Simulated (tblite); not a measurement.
Species: C₄H₃S₂ (doublet state).
Z-matrix (Å and degrees, GFN2-xTB geometry), rows numbered from 1:
```
S 
C   1  1.7482
C   2  1.3291  1  130.31
C   3  1.3982  2  117.99  1   180.00
C   4  1.3598  3  110.51  2    -0.13
S   5  1.7298  4  112.79  3     0.06
H   1  1.3323  2   95.23  3   179.61
H   4  1.0733  3  124.83  2   179.93
H   5  1.0721  4  128.49  3  -179.88
```

Computed with GFN2-xTB (tblite): harmonic, unscaled wavenumbers at the GFN2-xTB geometry, gas phase. This tight-binding method is rough: wavenumbers can miss measured ones by several per cent, in bad cases by 10 to 20. Modes of hydrogen on sulfur can be 10 to 20 % off. One conformer, not necessarily the lowest. Open shells enter through the occupations alone, without spin polarisation, and single modes of such species can be off by tens of per cent.

Harmonic wavenumbers (cm⁻¹): 139.6, 181.3, 219.5, 381.6, 405.2, 472.0, 585.2, 675.8, 681.7, 803.9, 812.9, 844.3, 910.8, 1062.5, 1118.0, 1303.2, 1433.7, 1558.4, 2424.7, 3144.3, 3156.2.

A = 5661, B = 1854, C = 1397 MHz; mass 114.968 u (most abundant isotopes); point group Cs, symmetry number 1; spin multiplicity 2.

Zero-point energy?

Half the sum of the wavenumbers: 11157 cm⁻¹ = 133.47 kJ/mol.

Entropy at 500 K, 1 bar (ideal gas, RRHO, classical rotation)?

Translation 178.78, rotation 121.45, vibration 92.98, spin (R ln 2) 5.76: S = 399.0 J/(mol K).

And Cp and H(500 K) − H(0)?

Cp = 134.86 J/(mol K), of which vibrations give 101.60 (their classical limit is 21 R = 174.6); H(500 K) − H(0) = 42.88 kJ/mol without the zero-point energy, 26.25 from vibrations.

What must be added to the electronic energy to get the Gibbs energy at 500 K and 1 bar?

ZPE + [H(500 K) − H(0)] − T·S = 133.47 + 42.88 − 199.48 = -23.13 kJ/mol.

How do the functions run with temperature in this model?

```
 T (K)  S (J/(mol K))  Cp (J/(mol K))  H − H(0) (kJ/mol)  G − H(0) (kJ/mol)  ln q(vib)
    50          230.6            37.6               1.71              -9.82       0.03
   100          260.6            50.5               3.92             -22.15       0.27
298.15          338.3            99.8              18.88             -81.97       2.33
373.15          362.4           115.1              26.96            -108.26       3.26
   750          458.7           159.1              79.93            -264.11       7.93
  1000          506.6           173.3             121.61            -384.97      10.73
```

q(vib) and H(0) count from the zero-point level.

Blend soft modes into free rotors: weight 1/[1 + (100 cm⁻¹/ν̃)⁴] for the oscillator and the rest for a rotor with moment μB/(μ + B), μ = h/(8π²ν), B = 10⁻⁴⁴ kg m². What vibrational entropy results?

92.07 J/(mol K) in place of 92.98, which changes −T·S at 500 K by +0.45 kJ/mol.

Which modes carry the vibrational entropy at 500 K?

139.6 cm⁻¹: 15.95; 181.3 cm⁻¹: 13.82; 219.5 cm⁻¹: 12.27; 381.6 cm⁻¹: 7.94; 405.2 cm⁻¹: 7.49; 472.0 cm⁻¹: 6.38 J/(mol K); the other 15 give 29.12 together.

Hindered rotation and anharmonicity are outside this model. Other conformers, if any are populated, would add a mixing term that is left out.

Hardware: Arm Neoverse V1, one thread, shared host with 32 logical CPUs at a one-minute load of 60. Cost: 0.22 s wall. The figure is for the frequency step alone.
